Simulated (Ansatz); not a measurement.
`CC(C)CO` and `CC(C)CF` differ in one atom or group.

Ansatz, PBE0-D4/def2-TZVP geometries, multiplicity 1. Each molecule was computed in one conformer, which needn't be the lowest.

```tsv
property	`CC(C)CO`
size of the dipole moment (B3LYP/def2-TZVPP) / D	1.61
HOMO–LUMO gap (ωB97M-V/def2-TZVPP) / eV	12.59
LUMO energy (B3LYP/def2-TZVPP) / eV	0.64
LUMO energy (PBE/def2-TZVPP) / eV	0.15
HOMO–LUMO gap (PBE0/def2-TZVPP) / eV	8.71
size of the dipole moment (ωB97M-V/def2-TZVPP) / D	1.62
```

Task: Give the same properties after the change, and the shifts. (Estimate.)

Result: Computed: 
```tsv
property	`CC(C)CF`	shift
size of the dipole moment (B3LYP/def2-TZVPP) / D	1.77	0.16
HOMO–LUMO gap (ωB97M-V/def2-TZVPP) / eV	13.96	1.37
LUMO energy (B3LYP/def2-TZVPP) / eV	0.76	0.12
LUMO energy (PBE/def2-TZVPP) / eV	0.30	0.15
HOMO–LUMO gap (PBE0/def2-TZVPP) / eV	10.16	1.45
size of the dipole moment (ωB97M-V/def2-TZVPP) / D	1.76	0.14
```

With PBE0 the HOMO falls by 1.33 eV and the LUMO rises by 0.11 eV, so the gap widens by about 1.44 eV. PBE moves the HOMO by -1.38 eV and ωB97M-V by -1.27 eV. Dipoles are sizes alone; their direction can turn.

B3LYP here is the variant with VWN-RPA as its local correlation; programs differ in this.
